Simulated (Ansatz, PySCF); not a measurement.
For rock-salt MgS, r²SCANh (Ansatz, a program for electronic structure, PAW) gives:

| Property | Result |
|---|---|
| equilibrium lattice constant a | 5.196 Å |
| bulk modulus B0 | 81.0 GPa |
| cohesive energy | 3.99 eV/atom |

**Question.** What does MP2 (PySCF, GTH pseudopotentials, Gaussian basis) give for the same quantities?

**Answer.** 
- lattice constant a: 5.179 Å (drops by 0.3 %)
- bulk modulus: 85.5 GPa (goes up by 5.6 %)
- cohesive energy: 4.37 eV/atom (increases by 0.38 eV/atom)

For comparison: lattice constant a 5.188 Å (measured, corrected for zero-point motion; as tabulated in Goldzak et al. (2022), arXiv:2208.04865); bulk modulus 81 GPa (measured, corrected for zero-point motion; as tabulated in Goldzak et al. (2022), arXiv:2208.04865); cohesive energy 4.04 eV/atom (measured, corrected for zero-point motion; as tabulated in Goldzak et al. (2022), arXiv:2208.04865).

Changes are worked out from the printed values.

Unless a cell is named, each level is at its own relaxed cell (r²SCANh 17.54, MP2 17.36 Å³/atom).

Ansatz's density-functional and Hartree–Fock values are scalar-relativistic unless marked +SOC, with PAW data made under PBE.
